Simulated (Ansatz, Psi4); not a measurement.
## From Psi4 to Ansatz

Psi4 1.11 runs this on SiCl (SMILES [Si]Cl):

calc.in:
```
memory 2200 mb

molecule molecule1 {
  0 2
  Si     0.881810    -0.293660     0.452120
  Cl    -0.881810     0.293660    -0.452120
  symmetry c1
  no_reorient
  no_com
}

set globals {
  reference uks
  puream true
  e_convergence 1e-09
  d_convergence 1e-08
  scf_type pk
  dft_radial_points 99
  dft_spherical_points 590
  num_frozen_docc 10
  maxiter 100
}

energy("b2plyp/aug-cc-pVTZ")
```

```bash
$ psi4 -i calc.in -o calc.out -n 1
```

The coordinates come from a PBE0-D4/def2-TZVP relaxation.

It gives a total energy of -749.449391 Eh.

Problem. How is this level of theory, on these atoms, set up in Ansatz 0.2.0 as an input file of the program's own?

Solution. This input was run:

molecule.yaml:
```yaml
crystal:
  periodic: [false, false, false]
  atoms:
    - {symbol: Si, position_ang: [0.881810, -0.293660, 0.452120]}
    - {symbol: Cl, position_ang: [-0.881810, 0.293660, -0.452120]}
basis:
  gaussian:
    orbitals: aug-cc-pVTZ
correlation:
  frozen_orbitals: {Cl: 5, Si: 5}
hamiltonian:
  xc: {name: B2PLYP}
output: {orbitals: {seedname: orbitals}}
accuracy: high
magnetization:
  spin_polarized: true
  initial_magnetization: 1
```

```bash
$ ansatz run molecule.yaml --threads 1 --pin off --max-ram 3480MiB --events-out events.jsonl --progress --plain --runs-dir runs
```

Its energy is -749.449386 Eh, 0.005 mEh from the first.
